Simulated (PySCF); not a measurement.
Species: C₄H₅ (charge -1).
SMILES: `[C-]#CCC`

The closed-shell ground state was solved at several levels (PySCF, density fitting, gas phase, non-relativistic). Geometry: GFN2-xTB; no solvent, vibrations or thermal averaging. No diffuse functions stand in pcJ-1 and pcSseg-1, which bears on an anion's orbital energies.

| level | basis functions | total energy (Eh) | HOMO (eV) | LUMO (eV) | gap (eV) |
| --- | --- | --- | --- | --- | --- |
| B3LYP/pcJ-1 | 158 | -155.3536 | -0.03 | 5.11 | 5.14 |
| CAM-B3LYP/def2-SVPD | 120 | -155.1430 | -2.12 | 4.85 | 6.97 |

Task: What might PBE0/pcSseg-1 (93 basis functions) give for the same quantities?

Result: Total energy -155.1206 Eh, HOMO -0.28 eV, LUMO 5.39 eV, gap 5.67 eV.

Task: Over all these levels, which gives the widest orbital gap and which the narrowest?

Result: CAM-B3LYP/def2-SVPD (range-separated hybrid) has the widest, 6.97 eV, and B3LYP/pcJ-1 (global hybrid, 20 % exact exchange) the narrowest, 5.14 eV. Functional and basis both differ between the two, so the spread mixes both effects.
